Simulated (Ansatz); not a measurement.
# Which is lower?

The two ends of one reaction step of Si₃H₁₀, closed shell (PBE0-D4/def2-TZVP).

A:

Si1  (-0.919, -0.550, 0.402)
Si2  (-0.059, 1.315, 1.522)
H3  (-0.247, -1.788, 0.887)
H4  (-2.375, -0.671, 0.695)
Si5  (-0.612, -0.329, -1.905)
H6  (2.808, -0.826, 0.099)
H7  (2.642, -1.536, 0.259)
H8  (1.390, 1.465, 1.225)
H9  (-0.235, 1.188, 2.994)
H10  (-0.764, 2.541, 1.061)
H11  (0.835, -0.178, -2.215)
H12  (-1.328, 0.883, -2.388)
H13  (-1.136, -1.515, -2.635)
(Å)

B:

```
atom    x (Å)    y (Å)    z (Å)
 Si1  -0.4698  -1.8010   0.0697
 Si2   0.6911   1.8556   1.4517
  H3  -1.5600  -2.8080  -0.0377
  H4  -0.7349  -0.9517   1.2625
 Si5  -0.3890  -0.5093  -1.8793
  H6   1.6589   0.8077   1.0388
  H7   0.8198  -2.5140   0.2725
  H8   1.3860   3.1656   1.5320
  H9   0.1223   1.5111   2.7787
 H10  -0.4025   1.9385   0.4501
 H11   0.7954   0.3894  -1.8731
 H12  -1.6187   0.3188  -2.0000
 H13  -0.2987  -1.4026  -3.0660
```

Computed with Ansatz 0.2.0 (basis: def2-TZVPP); correlated methods freeze the cores. B3LYP uses VWN-RPA correlation.

Which structure is lower at CCSD(T), and by how much? (An estimate is asked for; the value comes from the calculation.)

By the calculation: B, by 4.67 kcal/mol (electronic energy, against the other). By their contacts, A is a complex of Si₃H₈ ([SiH3][SiH2][SiH3]) + H₂ and B is a complex of Si₂H₆ ([SiH3][SiH3]) + SiH₄.

All methods give the same order:

```tsv
method	E(B) − E(A) (kcal/mol)
SPW92	-2.32
PBE-D4	-0.77
BLYP-D4	-3.58
r2SCAN-D4	-2.57
B97M-V	-3.55
PBE0-D4	-2.07
B3LYP-D4	-4.53
r2SCAN0-D4	-3.41
BHLYP-D4	-6.18
CAM-B3LYP-D4	-6.08
wB97X-V	-4.61
wB97M-V	-5.30
B2PLYP	-5.08
PBE-QIDH	-3.50
RPA on PBE	-5.48
HF	-9.89
MP2	-4.33
CCSD	-5.70
CCSD(T)	-4.67
```

T1 diagnostic: at most 0.013.

Labels in which every atom is bracketed show which atoms are joined, not bond orders.

For scale, one of the runs: CCSD(T)/def2-TZVPP, 266 basis functions, launched by `ansatz run in.yaml --threads 4 --pin off --events-out ev --progress --plain --max-ram 9574MiB`. Hardware: 4 CPU threads of an Arm Neoverse V1, shared host. Wall time 86 s; peak host memory 5.8 GiB.
